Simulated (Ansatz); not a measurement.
For bcc Na, RPBE in Ansatz (PAW) gives:

equilibrium lattice constant a: 4.289 Å
bulk modulus B0: 7.0 GPa
cohesive energy: 1.02 eV/atom

### Question
What does PBE0 in Ansatz (PAW) give for the same quantities?

### Answer

- lattice constant a: 4.226 Å (shrinks by 1.5 %)
- bulk modulus: 7.6 GPa (grows by 8.6 %)
- cohesive energy: 1.03 eV/atom (stays essentially unchanged)

For comparison: lattice constant a 4.214 Å (measured, static lattice: zero-point anharmonic expansion removed, sources range from 4.207 to 4.214; as tabulated in Mejia-Rodriguez and Trickey (2018), arXiv:1807.09216); bulk modulus 7.9 GPa (measured, 0 K value with the zero-point phonon effect removed, sources range from 7.6 to 7.9; as tabulated in Mejia-Rodriguez and Trickey (2018), arXiv:1807.09216); cohesive energy 1.12 eV/atom (measured, static lattice: zero-point vibration energy added; as tabulated in Mejia-Rodriguez and Trickey (2018), arXiv:1807.09216).

Changes are worked out from the printed values.

Unless a cell is named, each level is at its own relaxed cell (RPBE 39.45, PBE0 37.74 Å³/atom).

Ansatz's density-functional and Hartree–Fock values are scalar-relativistic unless marked +SOC, with PAW data made under PBE.

Ansatz is a first-principles code.
